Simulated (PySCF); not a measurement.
Compound: 3,3,3-trifluoroprop-1-yne, C3HF3.
Bonds: C1–C2 (triple), C2–C3, C3–F4, C3–F5, C3–F6. Hydrogens: H7 on C1.

The closed-shell ground state was solved at several levels (PySCF, density fitting, gas phase, non-relativistic). Geometry: GFN2-xTB; no solvent, vibrations or thermal averaging.

```tsv
level	basis functions	HOMO (eV)	LUMO (eV)	gap (eV)	dipole (D)
B3LYP/pcJ-1	172	-9.16	-0.57	8.59	2.51
PBE0/def2-SVPD	137	-9.47	-0.47	9.00	2.54
B3LYP/def2-SVPD	137	-9.21	-0.74	8.47	2.55
```

What might PBE0/pcSseg-1 (107 basis functions) give for the same quantities?

HOMO -9.43 eV, LUMO -0.33 eV, gap 9.10 eV, dipole 2.51 D.

Over all these levels, which gives the widest orbital gap and which the narrowest?

PBE0/pcSseg-1 (global hybrid, 25 % exact exchange) has the widest, 9.10 eV, and B3LYP/def2-SVPD (global hybrid, 20 % exact exchange) the narrowest, 8.47 eV. Functional and basis both differ between the two, so the spread mixes both effects.

How far do the dipole and the HOMO energy spread over the levels?

The dipole runs from 2.51 to 2.55 D (mean 2.53 D) and the HOMO from -9.47 to -9.16 eV.
